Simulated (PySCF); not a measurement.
Delta-SCF ions had no search for a lower state. Excitations are Tamm–Dancoff values on a coarser integration grid. The basis has no diffuse functions, so Rydberg states are missing or too high.

Species: AlCl₃, SMILES `[Cl][Al]([Cl])[Cl]` (charge 0, multiplicity 1).

What is the computed dipole moment, S1 excitation (TDA), vertical ionisation energy (Delta-SCF), LUMO and T1 excitation (TDA) (M06-2X/def2-TZVP // B3LYP-D3(BJ)/def2-TZVP run with PySCF)?


dipole moment: 0.00 D
S1 excitation (TDA): 6.80 eV
vertical ionisation energy (Delta-SCF): 11.90 eV
LUMO: -0.74 eV
T1 excitation (TDA): 6.53 eV
